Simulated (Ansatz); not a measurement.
I need a single point from an input written key by key of C4H9N, SMILES C=CC(C)N. Use Ansatz's Python interface. Use: MP2, def2-SVP basis, multiplicity 1.

```yaml
atoms:
  - { symbol: C, position_ang: [-1.7585, 0.8044, -0.3290] }
  - { symbol: C, position_ang: [-1.0517, 0.2947, 0.6156] }
  - { symbol: C, position_ang: [0.3793, -0.0549, 0.5360] }
  - { symbol: C, position_ang: [1.1943, 0.2772, -0.7706] }
  - { symbol: N, position_ang: [0.5405, -1.4908, 0.8244] }
  - { symbol: H, position_ang: [-2.8572, 1.0721, -0.1567] }
  - { symbol: H, position_ang: [-1.3927, 1.1073, -1.3167] }
  - { symbol: H, position_ang: [-1.4861, 0.0943, 1.5652] }
  - { symbol: H, position_ang: [0.9228, 0.5137, 1.3919] }
  - { symbol: H, position_ang: [1.0711, 1.3401, -0.9628] }
  - { symbol: H, position_ang: [0.6700, -0.2752, -1.5909] }
  - { symbol: H, position_ang: [2.2003, 0.0039, -0.6979] }
  - { symbol: H, position_ang: [0.0572, -1.9855, 0.0693] }
  - { symbol: H, position_ang: [1.4977, -1.7304, 0.8508] }
```

`deck.py`:
```python
'''C4H9N through the session interface.'''

import ansatz as az
import numpy as np

DECK = '''
crystal:
  periodic: [false, false, false]
  atoms:
    - { symbol: C, position_ang: [-1.7585, 0.8044, -0.329] }
    - { symbol: C, position_ang: [-1.0517, 0.2947, 0.6156] }
    - { symbol: C, position_ang: [0.3793, -0.0549, 0.536] }
    - { symbol: C, position_ang: [1.1943, 0.2772, -0.7706] }
    - { symbol: 'N', position_ang: [0.5405, -1.4908, 0.8244] }
    - { symbol: H, position_ang: [-2.8572, 1.0721, -0.1567] }
    - { symbol: H, position_ang: [-1.3927, 1.1073, -1.3167] }
    - { symbol: H, position_ang: [-1.4861, 0.0943, 1.5652] }
    - { symbol: H, position_ang: [0.9228, 0.5137, 1.3919] }
    - { symbol: H, position_ang: [1.0711, 1.3401, -0.9628] }
    - { symbol: H, position_ang: [0.67, -0.2752, -1.5909] }
    - { symbol: H, position_ang: [2.2003, 0.0039, -0.6979] }
    - { symbol: H, position_ang: [0.0572, -1.9855, 0.0693] }
    - { symbol: H, position_ang: [1.4977, -1.7304, 0.8508] }
basis:
  gaussian: { orbitals: def2-SVP }
correlation:
  method: mp2
output:
  forces: true
'''


def main() -> None:
    session = az.Session.from_yaml(DECK)
    data = session.plan(threads=1).execute().report

    for key in ('converged', 'free_energy_ev', 'reference_energy_ev', 'n_frozen', 'n_occupied', 'n_virtual'):
        print(f'{key:22s} {data[key]}')
    symbols = ['C', 'C', 'C', 'C', 'N', 'H', 'H', 'H', 'H', 'H', 'H', 'H', 'H', 'H']
    print('correlation energy', round(data['free_energy_ev'] - data['reference_energy_ev'], 5), 'eV')
    cluster = data['correlation'].get('coupled_cluster')
    if cluster:
        print('cycles', cluster['cycles'], ' T1 diagnostic', round(cluster['t1_diagnostic'], 4), ' largest double', round(cluster['largest_double'], 4))

    print('forces (eV/A)')
    for symbol, f in zip(symbols, data['forces_ev_ang']):
        print(f'  {symbol:2s} {f[0]:9.4f} {f[1]:9.4f} {f[2]:9.4f}')
    charges = data['charge_distribution']
    print('dipole moment', round(4.803205 * float(np.linalg.norm(charges['dipole_moment_e_ang'])), 3), 'D')
    print('Mulliken:', [(s, round(q, 3)) for s, q in zip(symbols, charges['mulliken_charges_e'])])


if __name__ == '__main__':
    main()
```

```console
$ python deck.py
converged              True
free_energy_ev         -5760.337167857388
reference_energy_ev    -5740.521302565335
n_frozen               5
n_occupied             [15, 15]
n_virtual              [95, 95]
correlation energy -19.81587 eV
forces (eV/A)
  C    -4.0313    2.3602   -2.7508
  C     2.2205   -0.9693    1.4385
  C     3.4310   -0.1627    0.6206
  C    -4.3315    0.3784    0.2817
  N    -2.3259    0.7142    0.3697
  H     1.4714   -0.4629   -0.2063
  H     0.1891   -0.2482    0.1296
  H    -0.5248   -0.3639    1.0386
  H    -0.8187   -0.7601   -1.0284
  H     0.3402    0.4926   -0.3544
  H     0.6216    0.2771    0.2292
  H     1.9319   -0.5820    0.2603
  H     0.4342   -0.1744    0.1769
  H     1.3923   -0.4992   -0.2051
dipole moment 1.209 D
Mulliken: [('C', -0.091), ('C', -0.036), ('C', -0.044), ('C', -0.011), ('N', -0.278), ('H', 0.053), ('H', 0.042), ('H', 0.031), ('H', 0.043), ('H', 0.031), ('H', 0.027), ('H', 0.027), ('H', 0.106), ('H', 0.101)]
```

Reading the output:
- Total energies depend on the basis set; only differences at equal settings carry meaning.
- The geometry is a force-field or estimated start, not a minimum of this method, and the basis set is short of its limit.
- Wall time of the script: 5.7 s on 1 thread of Arm Neoverse V1, with other jobs on the host, peak memory 0.34 GiB.
